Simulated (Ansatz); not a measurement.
Worked example: the enthalpy of formation of C2H4Cl2 (1,1-dichloroethane)

The species is C2H4Cl2 (8 atoms), meant as a singlet with charge 0. SMILES: `CC(Cl)Cl`. Geometry: relaxed at PBE0-D4/def2-TZVP.

Total energies at BHLYP/cc-pVDZ (Ansatz 0.2.0); the atoms run unrestricted:

| species | state | energy (Eh) |
| --- | --- | --- |
| C2H4Cl2 | singlet | -998.980158 |
| C | triplet | -37.841274 |
| Cl | doublet | -460.149905 |
| H | doublet | -0.497839 |

Harmonic wavenumbers at PBE0-D4/def2-TZVP, in cm⁻¹: 267, 275, 318, 407, 663, 713, 997, 1073, 1112, 1254, 1306, 1406, 1472, 1477, 3065, 3143, 3148, 3165.

Measured heats of formation of the gaseous atoms at 298.15 K, in kJ/mol: C 716.9, Cl 121.3, H 218.0. Spin-orbit lowering of the atoms at 298 K (mean of the ground term's levels less their thermal mean, from spectra), in kJ/mol: C 0.02, Cl 3.44. Take 1 Eh = 2625.50 kJ/mol, 1 cm⁻¹ = 0.0119627 kJ/mol, RT = 2.479 kJ/mol.

Question: What heat of formation follows?

Answer: 
1. Electronic atomisation energy: 2 × (-37.841274) + 2 × (-460.149905) + 4 × (-0.497839) − (-998.980158) = 1.006444 Eh = 2642.4 kJ/mol.
2. Zero-point energy: half the sum of the wavenumbers, 12630.5 cm⁻¹ = 151.1 kJ/mol.
3. Thermal vibrational enthalpy, Σ hcν̃/(exp(hcν̃/kT) − 1): 5.2 kJ/mol. Translation, rotation and pV of a non-linear molecule: 4 RT = 9.9 kJ/mol.
4. The 8 free atoms carry 5/2 RT each: 49.6 kJ/mol.
5. Spin-orbit coupling lowers the free atoms by 2 × 0.02 + 2 × 3.44 = 6.9 kJ/mol.
6. Atomisation enthalpy at 298 K: 2642.4 − 6.9 − 151.1 − 5.2 − 9.9 + 49.6 = 2518.9 kJ/mol.
7. Sum of the atoms' heats of formation: 2548.4 kJ/mol. Heat of formation: 2548.4 − 2518.9 = +29.5 kJ/mol.

The tabulated value is -127.4 kJ/mol (Active Thermochemical Tables), so this level is off by +156.9 kJ/mol, or 5.9 % of the atomisation enthalpy. Hybrids with much exact exchange underbind. Anharmonicity and any spin-orbit splitting of the molecule are left out.
